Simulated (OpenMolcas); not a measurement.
**AlO (oxoaluminum): USSB-D (no dispersion term)/6-31G**

Aim: the energy change on altering one bond length of AlO (oxoaluminum) at USSB-D (no dispersion term)/6-31G, from 2 runs. 

Program for the calculation: OpenMolcas 26.06.

### Step 1. The system as given

AlO: 2 atoms, total charge 0, spin state doublet. SMILES: `[O]=[Al]`. The shape comes from GFN2-xTB, which is rough for such elements, and wasn't checked as a minimum.

Bond lengths: O1–Al2 1.570 Å.

### Step 2. The energy at USSB-D (no dispersion term)/6-31G

Input file coord.xyz:

```xyz
2

O      0.000000     0.000000     0.000000
Al     0.000000     0.000000     1.570050
```

Input file job.input:

```
&gateway
baslib=$CurrDir
coord=coord.xyz
basis=6-31G
group=NoSym
&seward
gridinput
Grid=UltraFine
End of Grid
&scf
uhf
spin=2
ksdft=SSBD
prorbitals=0
```

The basis set 6-31G is read from a file made from the Basis Set Exchange's data (not shown).

Run with:

```
$ export MOLCAS_MEM=1860
$ pymolcas job.input > job.log
```

The program printed:

```text
--- Start Module: gateway ---
[...]
--- Stop Module: gateway /rc=_RC_ALL_IS_WELL_ ---
--- Start Module: seward ---
[...]
      Basis functions           22
--- Stop Module: seward /rc=_RC_ALL_IS_WELL_ ---
--- Start Module: scf ---
[...]
 ###    WARNING:  Find_Functional: Dispersion corrections are                ###
 ###    not implemented!                                                     ###
 ###############################################################################
[...]
       Convergence after  14 Iterations
[...]
::    Total KS-DFT energy                            -319.0559037053
[...]
      Total spin, S                                     0.5018102957
[...]
      Total electronic charge=   21.000000
      Total            charge=   -0.000000
[...]
      Dipole Moment (debye):
      Origin of the operator (angstrom)=    0.0000    0.0000    0.9857
                   X= -1.3695E-15               Y= -2.5805E-15               Z=  3.6025E+00           Total=  3.6025E+00
      Quadrupole Moment (debye*angstrom):
[...]
--- Stop Module: scf /rc=_RC_ALL_IS_WELL_ ---
[...]
```

It took 4.8 s on 1 thread of Arm Neoverse V1, shared host; peak memory 0.37 GiB.

### Step 3. The distorted shape, same level

Input file coord.xyz:

```xyz
2

O      0.000000     0.000000     0.157050
Al     0.000000     0.000000     1.570050
```

Input file job.inp:

```
>>> EXPORT MOLCAS_PRINT=2
&gateway
baslib=$CurrDir
coord=coord.xyz
basis=6-31G
group=NoSym
&seward
gridinput
Grid=UltraFine
End of Grid
&scf
uhf
spin=2
ksdft=SSBD
prorbitals=0
```

The basis set 6-31G is read from a file made from the Basis Set Exchange's data (not shown).

Run with:

```
$ export MOLCAS_MEM=1860
$ pymolcas job.inp > job.log
```

The program printed:

```text
--- Start Module: gateway ---
[...]
--- Stop Module: gateway /rc=_RC_ALL_IS_WELL_ ---
--- Start Module: seward ---
[...]
      Basis functions           22
--- Stop Module: seward /rc=_RC_ALL_IS_WELL_ ---
--- Start Module: scf ---
[...]
 ###    WARNING:  Find_Functional: Dispersion corrections are                ###
 ###    not implemented!                                                     ###
 ###############################################################################
[...]
       Convergence after  12 Iterations
[...]
::    Total KS-DFT energy                            -318.9943575879
[...]
      Total spin, S                                     0.5014657165
[...]
      Total electronic charge=   21.000000
      Total            charge=   -0.000000
[...]
      Dipole Moment (debye):
      Origin of the operator (angstrom)=    0.0000    0.0000    1.0442
                   X= -7.5259E-16               Y=  1.0509E-15               Z=  3.4399E+00           Total=  3.4399E+00
      Quadrupole Moment (debye*angstrom):
[...]
--- Stop Module: scf /rc=_RC_ALL_IS_WELL_ ---
[...]
```

Run time: 4.5 s. Hardware: 1 thread of Arm Neoverse V1, shared host; peak memory 0.37 GiB.

### Step 4. Outcome

Level: USSB-D (no dispersion term)/6-31G.

```
                                                          quantity          value
                                         first shape: total energy  -319.05590 Eh
                                        first shape: dipole moment         3.60 D
                   first shape: HOMO energy (highest over α and β)       -6.70 eV
                    first shape: LUMO energy (lowest over α and β)       -5.23 eV
                                                 first shape: ⟨S²⟩          0.754
                                     distorted shape: total energy  -318.99436 Eh
                                    distorted shape: dipole moment         3.44 D
               distorted shape: HOMO energy (highest over α and β)       -6.53 eV
                distorted shape: LUMO energy (lowest over α and β)       -5.08 eV
                                             distorted shape: ⟨S²⟩          0.753
energy change with the O1–Al2 bond shortened from 1.570 to 1.413 Å       1.675 eV
```

**Reading.** With the O1–Al2 bond shortened from 1.570 to 1.413 Å the energy rises by 1.67 eV (39 kcal/mol). The first shape isn't relaxed at this level, so the change isn't measured from a minimum.
